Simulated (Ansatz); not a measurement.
# C₂HClS: how energies converge with the basis set

An exercise on one series of results from a longer session: the logs are not shown, and one member is left open.

The runs use Ansatz 0.2.0, Gaussian basis; one geometry, several basis sets.

The runs, in order: PBE0-D4/def2-SVP; ωB97M-V/def2-SVP; PBE0-D4/def2-QZVPP; ωB97M-V/def2-QZVPP; the functionals' def2-TZVPP values are taken from earlier runs.

## Structure used throughout

The geometry comes from an earlier relaxation with PBE0-D4 in a triple-zeta def2 set; it is a stationary point.

SMILES `S=C=CCl`, 5 atoms, charge 0, spin multiplicity 1.

Atoms are counted from 1 here; the program's logs count them from 0.

Bond lengths: S1–C2 1.547 Å, C2–C3 1.308 Å, C3–Cl4 1.720 Å, C3–H5 1.082 Å. Angles: S1–C2–C3 179.8°, C2–C3–Cl4 121.4°, C2–C3–H5 121.9°, Cl4–C3–H5 116.7°.

Set-up of the first run:

in.yaml reads:

```yaml
crystal:
  periodic: [false, false, false]
  atoms:
    - {symbol: S, position_ang: [-1.120647, -1.526288, 1.338368]}
    - {symbol: C, position_ang: [-0.306142, -0.540417, 0.468184]}
    - {symbol: C, position_ang: [0.387459, 0.291477, -0.265290]}
    - {symbol: Cl, position_ang: [-0.376678, 1.355789, -1.379220]}
    - {symbol: H, position_ang: [1.466009, 0.345841, -0.203441]}
basis:
  gaussian: {orbitals: def2-SVP}
hamiltonian: {xc: pbe0, dispersion: d4}
output: {orbitals: {seedname: orbitals}}
```

Command:

```sh
> ansatz run in.yaml --threads 2 --pin off --events-out ev --progress --plain --max-ram 4352MiB
```

Steps of the session up to this table: PBE0-D4 in def2-SVP; ωB97M-V in def2-SVP; PBE0-D4 in def2-QZVPP; ωB97M-V in def2-QZVPP.

One of the session's tables, all rows but one given; the rest of the session is left out.

It belongs to the step «Functionals by basis». 

| functional | basis | HOMO (eV) | LUMO (eV) |
| --- | --- | --- | --- |
| PBE0-D4 | def2-SVP | -6.48 | -2.75 |
| PBE0-D4 | def2-TZVPP | ? | ? |
| PBE0-D4 | def2-QZVPP | -6.62 | -2.93 |
| ωB97M-V | def2-SVP | -8.45 | -0.47 |
| ωB97M-V | def2-TZVPP | -8.59 | -0.68 |
| ωB97M-V | def2-QZVPP | -8.64 | -0.76 |

Estimate the missing values for PBE0-D4, def2-TZVPP.

As computed: HOMO (eV): -6.58; LUMO (eV): -2.88. In the column «HOMO (eV)» it lies between PBE0-D4, def2-QZVPP (-6.62) and PBE0-D4, def2-SVP (-6.48).
